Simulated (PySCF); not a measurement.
Work out the structure from these simulated measurements.

Formula: H5NSi.

| Quantity | Value |
| --- | --- |
| Dipole | 1.13 D [CAM-B3LYP/def2-SVPD] |
| Rotational structure | rotational constants A, B, C: 68.770, 12.842, 12.407 GHz [GFN2-xTB] |
| XPS | Si2p3/2 106.9, N1s 404.7, Si1s 1846.8 eV [ΔSCF SCAN, pcX-2 on the ionised atom, pcseg-1 elsewhere, spin-free X2C, 2p3/2 from a spin–orbit splitting computed afterwards within the 2p shell] |
| Polarisability | 37.0 au [CAM-B3LYP/def2-SVPD] |
| Triplet | lowest triplet excitation (Tamm–Dancoff): 5.91 eV [TDA CAM-B3LYP/def2-SVPD] |
| UV, strongest line | among the 8 lowest singlet transitions: S5 at 8.29 eV (150 nm, f = 0.041) [TDDFT CAM-B3LYP/def2-SVPD] |
| UV, first state | lowest singlet excitation: 6.27 eV (198 nm, f = 0.017) [TDDFT CAM-B3LYP/def2-SVPD] |

Gas-phase values; electronic properties from PySCF, density fitting. Levels stand in brackets. Isolated species at its GFN2-xTB geometry, gas phase.

Problem. Give a SMILES that accounts for the data.

Solution. Its formula, H5NSi, gives 0 degrees of unsaturation, so no ring and no π bond. The core levels belong to: Si2p3/2 106.9 eV, SiH3 silicon; N1s 404.7 eV, silicon-bound nitrogen; Si1s 1846.8 eV, SiH3 silicon. The optimised geometry has point group Cs and is an asymmetric top. Structure: `N[SiH3]` (silanamine).
